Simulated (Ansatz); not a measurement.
# CH2Al: the cost of one run

The runs use Ansatz 0.2.0, Gaussian basis; def2-QZVPP, all electrons in the functionals.

The runs, in order: PBE, BLYP, r2SCAN, B97M-V, PBE0, B3LYP, wB97M-V, at charge 0, doublet; charge 0, quartet; charge 1, singlet; charge 1, triplet.

2 further runs of the same task are left out: 2 set aside as unsound or not needed.

## Step 1: What is computed

The geometry is a PBE0/def2-TZVP stationary point (not a proven minimum).

4 atoms, charge 0, spin multiplicity 2.

Atoms are counted from 1 here; the program's logs count them from 0.

Bond lengths: Al1–C2 1.970 Å, Al1–H3 1.584 Å, Al1–H4 1.584 Å. Angles: C2–Al1–H3 117.4°, C2–Al1–H4 117.4°, H3–Al1–H4 125.1°.

No dispersion term is added; B97M-V, wB97M-V hold VV10 nonlocal correlation. B3LYP takes the VWN-RPA correlation.

The geometry shown and the zero of energy belong to the point charge 0, doublet. The yardstick, UCCSD(T), and other wave-function levels (R restricted, U unrestricted, valence and pair active spaces) come from earlier runs.

## Step 2: PBE, charge 0, doublet

Contents of in.yaml:

```yaml
crystal:
  periodic: [false, false, false]
  atoms:
    - {symbol: Al, position_ang: [0.000000, 0.000000, 0.541126]}
    - {symbol: C, position_ang: [0.000000, 0.000000, -1.428933]}
    - {symbol: H, position_ang: [0.000000, 1.405499, 1.270943]}
    - {symbol: H, position_ang: [0.000000, -1.405499, 1.270943]}
basis:
  gaussian: {orbitals: "def2-QZVPP.json"}
magnetization: {spin_polarized: true, initial_magnetization: 1}
hamiltonian: {xc: {name: PBE}}
output: {orbitals: {seedname: orbitals}}
```

On the command line:

```sh
> ansatz run in.yaml --threads 1 --pin off --events-out ev --progress --plain --max-ram 2393MiB
```

Q: Estimate wall time and peak memory on 1 thread of Intel Xeon Platinum 8175M at 2.50GHz, shared host.

About 53 s, with a peak of 0.41 GiB.
